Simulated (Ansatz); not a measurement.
# AlCl (triplet): from Hartree-Fock to the top rungs, aug-cc-pVTZ

The task here is to estimate one member of a computed series from the others.

Computed with Ansatz 0.2.0, Gaussian basis. Level: aug-cc-pVTZ, core rule «outside noble gas», up to 10 orbitals frozen.

The runs, in order: UHF; CCSD(T) on ROHF; CCSD(T) on UHF; BCCD(T) on ROHF; CCSDT(Q) on ROHF; CCSDT(Q) on UHF.

11 further runs of the same task are left out: 8 for a known fault of the program, 3 set aside as unsound or not needed.

**The system**

The geometry is a PBE0/def2-TZVPD stationary point (not a proven minimum) of the parent state, kept for this charge and spin.

2 atoms, charge 0, spin multiplicity 3.

Atoms are counted from 1 here; the program's logs count them from 0.

Bond lengths: Al1–Cl2 2.216 Å.

The first run:

The input, in.yaml:

```yaml
crystal:
  periodic: [false, false, false]
  atoms:
    - {symbol: Al, position_ang: [0.000000, 0.000000, 0.000000]}
    - {symbol: Cl, position_ang: [0.000000, 0.000000, 2.215900]}
basis:
  gaussian: {orbitals: aug-cc-pVTZ}
magnetization: {spin_polarized: true, initial_magnetization: 2}
hamiltonian: {xc: hf}
output: {orbitals: {seedname: orbitals}}
```

Command:

```sh
> ansatz run in.yaml --threads 1 --pin off --events-out ev --progress --plain --max-ram 2816MiB --backend cpu
```

Among the steps run: UHF; CCSD(T) on ROHF; CCSD(T) on UHF; BCCD(T) on ROHF; CCSDT(Q) on ROHF; CCSDT(Q) on UHF.

One of the session's tables, all rows but one given; the rest of the session is left out.

It belongs to the step «Misses and costs». 

| method | from UCCSDT(Q) (meV) |
| --- | --- |
| ROHF | +6925.7 |
| UHF | ? |
| RMP2 | +887.8 |
| UMP2 | +879.7 |
| RCCSD | +343.2 |
| UCCSD | +340.7 |
| RCCSD(T) | +39.6 |
| UCCSD(T) | +37.9 |
| BCCD(T) | +39.1 |
| RCCSDT | +17.4 |
| UCCSDT | +15.6 |
| RCCSDT(Q) | +3.1 |
| UCCSDT(Q) | 0 |

**Question.** Estimate the row for UHF.

The run gave: from UCCSDT(Q) (meV): +6901.5. In the column «from UCCSDT(Q) (meV)» it lies between RMP2 (+887.8) and ROHF (+6925.7).

To keep in mind: Restricted and unrestricted rows rest on different reference determinants; where their highest levels disagree by more than a few hundredths of an eV, they describe different states and don't form one ladder.
